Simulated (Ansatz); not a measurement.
**HS2 (doublet): the correlation ladder, def2-QZVPP**

An exercise on one series of results from a longer session: the logs are not shown, and one member is left open.

Program: Ansatz 0.2.0, Gaussian basis. Level of theory: def2-QZVPP, core rule «outside noble gas», up to 10 orbitals frozen. These are calculated values, not measurements.

To be run: UHF; ROHF; CCSD(T) on UHF.

2 further runs of the same task are left out: 2 set aside as unsound or not needed.

### The geometry

The geometry is a PBE0/def2-TZVP stationary point (not a proven minimum).

3 atoms, charge 0, spin multiplicity 2.

Atoms are counted from 1 here; the program's logs count them from 0.

Bond lengths: S1–S2 1.957 Å, S1–H3 1.356 Å. Angles: S2–S1–H3 102.1°.

Set-up of the first run:

Input file in.yaml:

```yaml
crystal:
  periodic: [false, false, false]
  atoms:
    - {symbol: S, position_ang: [0.000000, -0.071294, 0.956654]}
    - {symbol: S, position_ang: [0.000000, 0.032394, -0.997818]}
    - {symbol: H, position_ang: [0.000000, 1.237507, 1.309550]}
basis:
  gaussian: {orbitals: "def2-QZVPP.json"}
magnetization: {spin_polarized: true, initial_magnetization: 1}
hamiltonian: {xc: hf}
output: {orbitals: {seedname: orbitals}}
```

Run with:

```bash
> ansatz run in.yaml --threads 1 --pin off --events-out ev --progress --plain --max-ram 2393MiB
```

Steps of the session up to this table: UHF; ROHF; CCSD(T) on UHF.

One of the session's tables, all rows but one given; the rest of the session is left out.

| method | from UCCSD(T) (kJ/mol) |
| --- | --- |
| ROHF | +1098.9 |
| UHF | ? |
| UMP2 | +139.8 |
| UCCSD | +55.5 |
| UCCSD(T) | 0 |

**Question.** Estimate the row for UHF.

As computed: from UCCSD(T) (kJ/mol): +1080.5. In the column «from UCCSD(T) (kJ/mol)» it lies between UMP2 (+139.8) and ROHF (+1098.9).
